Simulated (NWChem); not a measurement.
## Atomisation of HN

```
N
H 1 1.0508
```
Charge 0, spin multiplicity 3.

All runs are NWChem calculations. Structure: optimised with UB3LYP/def2-SVP, a minimum by its harmonic frequencies.

Basis set: def2-TZVP. The atomisation energy is electronic alone: no zero-point, thermal, spin-orbit or counterpoise terms. No value is extrapolated to the basis-set limit. Free atoms are single determinants with multiplicities N 4, H 2.

B3LYP has NWChem's definition, with VWN1-RPA local correlation. This spin state was chosen for the runs; another may lie lower. The structure started from a generated list of species. The unpaired electrons of the parent sit in orbitals of symmetry b1 and b2 (C2v labels of the run); other states weren't searched. The stability of the SCF solutions was not checked. Open-shell Hartree-Fock references start from PBE0 orbitals.

### Question
Order these methods by the atomisation energy they give, lowest first: LDA (SVWN5), B3LYP, PBE0, TPSS, M06-2X, HF.

### Answer
HF (50.1 kcal/mol), M06-2X (82.3 kcal/mol), PBE0 (84.3 kcal/mol), B3LYP (87.0 kcal/mol), TPSS (89.4 kcal/mol), LDA (SVWN5) (94.4 kcal/mol)
